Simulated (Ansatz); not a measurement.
Cost and result for the atomization energy of `FCC1(F)C=N1` (9 atoms, 9 bonds).

| atom | x (Å) | y (Å) | z (Å) |
| --- | --- | --- | --- |
| F1 | 0.9032 | -0.9452 | 1.5563 |
| C2 | 0.7670 | -0.7901 | 0.1928 |
| C3 | -0.4755 | -0.0311 | -0.1287 |
| F4 | -1.5931 | -0.7859 | 0.0721 |
| C5 | -0.6310 | 1.3816 | -0.1823 |
| N6 | -0.5204 | 0.8458 | -1.3154 |
| H7 | 1.6360 | -0.2478 | -0.1860 |
| H8 | 0.7220 | -1.7841 | -0.2611 |
| H9 | -0.8083 | 2.3567 | 0.2524 |

Total charge 0; spin multiplicity 1. All single points use the PBE0-D4/def2-TZVP geometry. It is one conformer, not always the lowest. Program: Ansatz. All runs use 4 threads of an Arm Neoverse V1 on a shared host. Times are those of one run each, without the atoms' runs, and a repeat can differ threefold. Electronic energies, without spin–orbit coupling; frozen cores. CCSD(T)/CBS adds CCSD(T) − MP2 in def2-TZVPP to the MP2 limit, and its time is that of the two runs behind it. T1 = 0.012. B3LYP takes the VWN-RPA correlation (the form of Gaussian; ORCA's B3LYP/G).

CCSD(T)/CBS is a level of theory with its own doubt, some kJ/mol a heavy atom from the limit and from the frozen cores, so smaller differences don't rank the functionals.

```csv
level,functions,wall time,atomization (kcal/mol),difference from CCSD(T)/CBS,per bond
PBE-D4/def2-TZVPP (with forces),228,1.9 s,931.4,48.3,5.4
PBE0-D4/def2-TZVPP,228,2.1 s,897.4,14.3,1.6
B3LYP-D4/def2-TZVPP (with forces),228,3.2 s,885.1,2.0,0.2
r2SCAN-D4/def2-TZVPP (with forces),228,3.5 s,889.4,6.3,0.7
B2PLYP/def2-TZVPP,228,4.1 s,877.3,-5.8,-0.6
ωB97X-V/def2-TZVPP,228,6 s,891.0,7.9,0.9
ωB97M-V/def2-TZVPP (with forces),228,8 s,890.8,7.7,0.9
MP2/def2-QZVPP,432,17 s,904.9,21.8,2.4
CCSD(T)/def2-TZVPP,228,2.2 min,856.2,-26.9,-3.0
CCSD(T)/CBS(def2),–,2.5 min,883.1,0.0,0.0
```

In def2-TZVPP, CCSD(T) changes the Hartree–Fock value by +266.6 kcal/mol (the triples alone add +20.5 kcal/mol) and MP2 by +299.4 kcal/mol; breaking electron pairs costs correlation energy, which Hartree–Fock lacks. The D4 term adds +5.9 kcal/mol with B3LYP and +3.1 kcal/mol with PBE0; it sums over pairs of atoms, weighted by their polarisabilities, and B3LYP, whose exchange is more repulsive, gets the larger term. From PBE to PBE0 (25 % exact exchange), in def2-TZVPP and without D4, the atomization energy moves by −33.4 kcal/mol: exact exchange takes away binding that semilocal exchange gives to molecules.
